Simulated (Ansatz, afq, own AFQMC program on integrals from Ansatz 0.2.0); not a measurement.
AFQMC on a folder of integrals that Ansatz 0.2.0 wrote.

```yaml
crystal:
  periodic: [false, false, false]
  atoms:
    - {symbol: Al, position_ang: [0.000000, 0.000000, 1.492140]}
    - {symbol: Al, position_ang: [0.000000, 0.000000, -1.541860]}
    - {symbol: H, position_ang: [0.000000, 1.404177, 2.231100]}
    - {symbol: H, position_ang: [0.000000, -1.404176, 2.231100]}
    - {symbol: H, position_ang: [0.000000, 0.000000, -3.131257]}
basis:
  gaussian: {orbitals: cc-pVDZ}
magnetization: {spin_polarized: true, initial_magnetization: 1}
correlation: {method: ccsd_t, electrons: outside_noble_gas, hamiltonian_folder: ham}
```

```sh
$ ansatz run in.yaml --threads 1 --pin off --events-out ev --progress --plain --max-ram 1382MiB
```

Options of the walk:

```
--method phaseless --trial cisd --walkers 60 --populations 1 --least-time 40 --time-step 0.005 --steps-per-block 50 --equilibration-blocks 28 --max-blocks 300 --target-error 0.00036 --factor-cut 1e-05 --start spin_pure --seed 8839 --release-times 0.24,0.51,0.99,1.62,2.4 --release-step 0.03 --release-every 4 --taylor-order 6
```

Times are imaginary, in 1/Eh. The walk had a cap of 1455 s.

Log:

```
orbitals 41  electrons 5 4  factors 303 of 490
reference energy -485.48985008 Eh
CCSD correlation -0.15491756 Eh in 15 cycles, weight of the determinant in the CISD state 0.8480
energy of the start -485.643042 Eh
 block  time / (1/Eh)  mean weight  energy / Eh
     1     0.250  1.0003  -485.641704
     2     0.500  0.9997  -485.642138
     3     0.750  1.0000  -485.643305
     4     1.000  1.0010  -485.644493
     5     1.250  1.0006  -485.644965
     8     2.000  1.0001  -485.647461
    13     3.250  0.9991  -485.649726
    31     7.750  1.0006  -485.649022
    49    12.250  0.9997  -485.652731
    67    16.750  0.9985  -485.653328
    85    21.250  0.9999  -485.655915
   103    25.750  0.9997  -485.649031
   121    30.250  0.9996  -485.651187
   133    33.250  0.9987  -485.645241
   139    34.750  1.0003  -485.651209
   145    36.250  1.0003  -485.656226
   157    39.250  1.0008  -485.649179
   175    43.750  0.9998  -485.649511
   193    48.250  0.9990  -485.648561
   211    52.750  1.0006  -485.648300
   229    57.250  1.0010  -485.646464
   247    61.750  1.0009  -485.654884
   265    66.250  0.9992  -485.649756
blocks merged  error / Eh  count
     1  0.000177  240
     2  0.000223  120
     4  0.000277  60
     8  0.000326  30
    16  0.000381  15
released: time / (1/Eh)  energy / Eh  error  mean overlap
  0.24  -485.650470  0.000361  1.0014
  0.51  -485.650602  0.000380  1.0056
  0.99  -485.650785  0.000384  1.0153
  1.62  -485.650896  0.000391  1.0276
  2.40  -485.651150  0.000522  1.0361
energy -485.650266 +/- 0.000326 Eh
(rows thinned)
```

The run passed its tests (sampling time, drift between the halves within three errors, error under three times the target), which doesn't prove that it has relaxed. The second half of the sampling lies above the first by 1.9 errors of their difference, so the energy may still be moving and its error bar be too small.

Against this walk (error 8.9 meV) on the same determinant: CCSD(T) 24.5 meV higher, CCSDT(Q) 33.9 meV lower. The error is statistical and leaves out the bias of the constraint. Released to 2.40 1/Eh the energy moves by -24 ± 17 meV (both errors), within twice the noise. CCSDT(Q) is the surest value here, so the walk's 34 meV above it is most likely the bias of the constraint with this trial, which can have either sign.

Cautions: constraint bias not in the error; higher spins were not checked; raised T1 diagnostic (T1 0.042, weight of the determinant 0.85, largest double 0.09); unrestricted determinant slightly spin contaminated (⟨S²⟩ 0.80 against 0.75); the bias of populations of 60 walkers isn't removed.

The walk took 7.5 min on 1 thread of Arm Neoverse V1 (shared host). The log's last line is the phaseless energy.

CCSDT and higher add their correlation energy to the determinant of the CCSD(T) run, since their own runs factorise the integrals more tightly (a shift of under 2 meV). A walk keeps the symmetry of its determinant, which the program's search chose and which needn't be the lowest solution, so a lower state of the same spin and another symmetry isn't excluded.
